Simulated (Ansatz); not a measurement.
# Platinum, fcc under PBE: convergence with the cold (Marzari-Vanderbilt) smearing

Aim: find which cold (Marzari-Vanderbilt) smearing width is enough for energy and pressure. The geometry was relaxed under PBE beforehand and stays fixed; 7 values are run, from 0.01 to 1.0 eV. Wanted are the values from which on the energy stays within 10 and 1 meV/atom, and the pressure within 0.5 GPa, of the narrowest run. Within the series other settings stay, but some runs also write fields, which adds to their time. Spin polarisation is left out.

Method: DFT PBE, plane waves with PAW, scalar-relativistic, in Ansatz 0.2.0.

### Step 1. The structure to begin with

Symmetry: Fm-3m, No. 225, cubic system. Conventional cell: a = 3.972 Å, b = 3.972 Å, c = 3.972 Å, α = 90.00°, β = 90.00°, γ = 90.00°. Pt (site symmetry m-3m) has 12 Pt at 2.81 Å as nearest neighbours.

Coordinates:

```
Pt
1.0
     0.00000    1.98578    1.98578
     1.98578    0.00000    1.98578
     1.98578    1.98578    0.00000
Pt
1
Cartesian
  0.0000 0.0000 0.0000
```

### Step 2. With a width of 0.01 eV

The run at 0.01 eV.

input.yaml

```yaml
crystal:
  lattice:
    - [0.0, 1.9857786488, 1.9857786488]
    - [1.9857786488, 0.0, 1.9857786488]
    - [1.9857786488, 1.9857786488, 0.0]
  atoms:
    - { symbol: Pt, position: [0.0, 0.0, 0.0] }
hamiltonian:
  xc: pbe
  pseudopotentials:
    kind: paw
    azcp:
      Pt: "pseudopotentials/Pt.paw.azcp"
basis:
  ecutwfc: 420
  fft_grid_basis: typed
kpoints:
  mp_grid: { grid: [14, 14, 14], shift: [0, 0, 0] }
magnetization:
  spin_polarized: false
scf:
  occupations: { method: cold, width: 0.01 }
  lower_state_search: "off"
output:
  stress: true
  write_density: true
  write_potential: true
  elf: true
  volumetric_format: npy
```

Launch:

```sh
ansatz run input.yaml --threads 1 --pin off --max-ram 3584MiB --backend cpu --events-out ev --progress --plain --runs-dir out
```

### Step 3. With a width of 0.03 eV

The run at 0.03 eV.

input.yaml, as its differences from that of step 2:

```diff
@@ -21,3 +21,3 @@
 scf:
-  occupations: { method: cold, width: 0.01 }
+  occupations: { method: cold, width: 0.03 }
   lower_state_search: "off"
@@ -25,5 +25 @@
   stress: true
-  write_density: true
-  write_potential: true
-  elf: true
-  volumetric_format: npy
```

### Step 4. With a width of 0.1 eV

The run at 0.1 eV.

input.yaml, as its differences from that of step 3:

```diff
@@ -21,3 +21,3 @@
 scf:
-  occupations: { method: cold, width: 0.03 }
+  occupations: { method: cold, width: 0.1 }
   lower_state_search: "off"
```

### Step 5. With a width of 0.2 eV

The run at 0.2 eV.

input.yaml, as its differences from that of step 4:

```diff
@@ -21,3 +21,3 @@
 scf:
-  occupations: { method: cold, width: 0.1 }
+  occupations: { method: cold, width: 0.2 }
   lower_state_search: "off"
@@ -25 +25,5 @@
   stress: true
+  write_density: true
+  write_potential: true
+  elf: true
+  volumetric_format: npy
```

### Step 6. With a width of 0.3 eV

The run at 0.3 eV.

input.yaml, as its differences from that of step 5:

```diff
@@ -21,3 +21,3 @@
 scf:
-  occupations: { method: cold, width: 0.2 }
+  occupations: { method: cold, width: 0.3 }
   lower_state_search: "off"
```

### Step 7. With a width of 0.6 eV

The run at 0.6 eV.

input.yaml, as its differences from that of step 6:

```diff
@@ -21,3 +21,3 @@
 scf:
-  occupations: { method: cold, width: 0.3 }
+  occupations: { method: cold, width: 0.6 }
   lower_state_search: "off"
@@ -25,5 +25 @@
   stress: true
-  write_density: true
-  write_potential: true
-  elf: true
-  volumetric_format: npy
```

### Step 8. With a width of 1.0 eV

The run at 1.0 eV.

input.yaml, as its differences from that of step 7:

```diff
@@ -21,3 +21,3 @@
 scf:
-  occupations: { method: cold, width: 0.6 }
+  occupations: { method: cold, width: 1.0 }
   lower_state_search: "off"
```

(Steps that only read results are left out.)

Q: Predict the outcome of this session.

The runs gave:

| quantity | value |
| --- | --- |
| E(σ → 0) stays within 10 meV/atom of 0.01 eV | up to 0.6 eV |
| E(σ → 0) stays within 1 meV/atom | up to 0.1 eV |
| pressure stays within 0.5 GPa | up to 0.6 eV |
| pressure at 0.01 eV | -0.51 GPa |
| energy of a separate run on a finer mesh (22×22×22) | +3.2 meV/atom from 0.01 eV |

The far end, 1.0 eV, lies -15.9 meV/atom and -0.9 GPa from the yardstick. Over the range F shifts by -3.6 meV/atom, while E(σ → 0) shifts by -15.9. This scheme cancels the term in the square of the width, so F moves little up to 0.2 eV. The mesh (14×14×14) is fixed, so the narrowest widths carry a k-point error of their own. The yardstick itself is unsettled by 3.2 meV/atom against the finer mesh, so the thresholds above hold only within this series, and wider smearing, which averages over more states, can land nearer the fine-mesh value than the narrowest does. The cell taken over is 4 % larger than the measured one (15.10 Å³/atom, COD).
